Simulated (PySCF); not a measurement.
Isomers of C4H8FN, mass 89.064 u with the commonest isotopes. Level of theory: PBE0-D3(BJ)/def2-SVP geometry optimisation, gas phase (PySCF 2.14.0). One conformer each, none proved a minimum here; rigid rotors.

Question: Order these by rotational constant C, largest first.
A. `[CH3:1][C@@H:2]1[NH:3][CH2:4][C@@H:5]1[F:6]` with C1–C2–N3–C4 -97°, C2–N3–C4–C5 -18°, N3–C4–C5–F6 135°, C1–C2–C5–C4 100°
B. `C[C@@H]1NC[C@H]1F`
C. `[CH3:1]/[N:2]=[CH:3]/[CH2:4][CH2:5][F:6]` with N2–C3–C4–C5 -124°, C3–C4–C5–F6 -62°
D. `[H]/[N:3]=[C:2](\[CH3:1])[C@H:4]([CH3:5])[F:6]` with C1–C2–C4–C5 100°

Answer: A (2574 MHz), B (2336 MHz), D (2270 MHz), C (1424 MHz).

Question: Order these by out-of-plane moment Σ m c² = (Ia + Ib − Ic)/2, smallest first.
A. `[CH3:1][C@@H:2]1[NH:3][CH2:4][C@@H:5]1[F:6]` with C1–C2–N3–C4 -97°, C2–N3–C4–C5 -18°, N3–C4–C5–F6 135°, C1–C2–C5–C4 100°
B. `[CH3:1]/[N:2]=[CH:3]/[CH2:4][CH2:5][F:6]` with N2–C3–C4–C5 -124°, C3–C4–C5–F6 -62°
C. `C[C@@H]1NC[C@H]1F`
D. `[H]/[N:3]=[C:2](\[CH3:1])[C@H:4]([CH3:5])[F:6]` with C1–C2–C4–C5 100°

Answer: B (11.69 u·Å²), C (17.88 u·Å²), A (19.66 u·Å²), D (24.90 u·Å²).

Question: Order these by rotational constant A, largest first.
A. `[C@H]1(F)[C@H](C)NC1`
B. `[CH3:1]/[N:2]=[CH:3]/[CH2:4][CH2:5][F:6]` with N2–C3–C4–C5 -124°, C3–C4–C5–F6 -62°
C. `[CH3:1][C@@H:2]1[NH:3][CH2:4][C@@H:5]1[F:6]` with C1–C2–N3–C4 -97°, C2–N3–C4–C5 -18°, N3–C4–C5–F6 135°, C1–C2–C5–C4 100°

Answer: B (9787 MHz), A (5268 MHz), C (4663 MHz).

```tsv
SMILES	point group	Ia (u·Å²)	Ib (u·Å²)	Ic (u·Å²)	κ	μa (D)	μb (D)	μc (D)
C[C@@H]1NC[C@@H]1F	C1	108.39	127.25	196.32	0.34	0.89	0.15	0.41
C[C@@H]1NC[C@H]1F	C1	95.94	156.16	216.34	-0.39	1.74	0.13	1.83
[H]/N=C(\C)[C@H](C)F	C1	107.18	165.22	222.59	-0.36	0.69	0.51	1.18
C/N=C/CCF	C1	51.64	326.71	354.98	-0.97	0.11	0.28	0.10
```
